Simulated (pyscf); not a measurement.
One hydrogen abstraction on the doublet surface with elements of a group swapped. ωB97M-D3(BJ)/def2-TZVP, kcal/mol, from the separated reactants. Structures and frequencies: ωB97X-D3(BJ)/def2-SVP in PySCF.

```
step                                    barrier  reaction energy  imaginary mode (i cm⁻¹)
--------------------------------------  -------  ---------------  -----------------------
HO–Ga(F)–F + H• → •O–Ga(F)–F + H₂             …                …                      815
HO–In(Cl)–Cl + H• -> •O–In(Cl)–Cl + H₂     16.5            +13.5                      899
```

**Question.** What belongs in the gaps?

**Answer.** 
- HO–Ga(F)–F + H• → •O–Ga(F)–F + H₂, barrier: 18.5
- HO–Ga(F)–F + H• → •O–Ga(F)–F + H₂, reaction energy: +16.2

Each row is the saddle that its search found. Elements up to Kr have no core potential and no relativistic terms here. Elements past Kr carry the def2 core potentials, without spin-orbit coupling.
